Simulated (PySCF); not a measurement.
Match the calculated data to a structure.

All candidates are C2H3P.

| technique | computed result |
| --- | --- |
| Dipole | 1.52 D [CAM-B3LYP/def2-SVPD] |
| Polarisability | 48.6 au [CAM-B3LYP/def2-SVPD] |
| UV, first state | lowest singlet excitation: 4.27 eV (290 nm, f = 0.000) [TDDFT CAM-B3LYP/def2-SVPD] |
| Rotational structure | rotational constants A, B, C: 159.510, 5.051, 5.051 GHz [GFN2-xTB] |
| Triplet | lowest triplet excitation (Tamm–Dancoff): 3.29 eV [TDA CAM-B3LYP/def2-SVPD] |

Electronic properties: PySCF, gas phase, density fitting. Levels stand in brackets. Isolated species at its GFN2-xTB geometry, gas phase.

Question: Which candidate is it?
A. `C1=CP1`
B. `C#CP`
C. `CC#P`

Answer: C. It is `CC#P` (C2H3P). Numbering: `[CH3:1][C:2]#[P:3]`. The optimised geometry has point group C3v and is a prolate symmetric top.

The others, at the same levels:
- `C#CP` (ethynylphosphane) fails: its computed lowest singlet excitation is 5.68 eV (218 nm, f = 0.007) (against 4.27 eV), lowest triplet excitation (Tamm–Dancoff) is 5.03 eV (against 3.29 eV) and rotational constant A is 132.691 GHz (against 159.510 GHz).
- `C1=CP1` fails: its computed lowest singlet excitation is 5.25 eV (236 nm, f = 0.005) (against 4.27 eV), lowest triplet excitation (Tamm–Dancoff) is 3.91 eV (against 3.29 eV) and static isotropic polarisability is 45.2 au (against 48.6 au).
